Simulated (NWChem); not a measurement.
# hydrogen sulfide (H2S); SMILES S

All runs: NWChem. All runs use the structure optimised with PBE-D3(BJ)/def2-SVP.

Problem. Taking Hartree-Fock/cc-pVQZ as the yardstick, which of these has the fewest basis functions while keeping “highest occupied level (eV)” within 0.05 eV of it: Hartree-Fock/aug-cc-pVDZ; Hartree-Fock/aug-cc-pVTZ; Hartree-Fock/cc-pVTZ; Hartree-Fock/cc-pVDZ?

Solution. Hartree-Fock/aug-cc-pVDZ.
| level | basis functions | highest occupied level (eV) |
|---|---|---|
| Hartree-Fock/cc-pVDZ | 28 | -10.35 |
| Hartree-Fock/aug-cc-pVDZ | 45 | -10.47 |
| Hartree-Fock/cc-pVTZ | 62 | -10.45 |
| Hartree-Fock/aug-cc-pVTZ | 96 | -10.49 |
| Hartree-Fock/cc-pVQZ | 119 | -10.47 |

The yardstick is one finite set, not the basis-set limit.
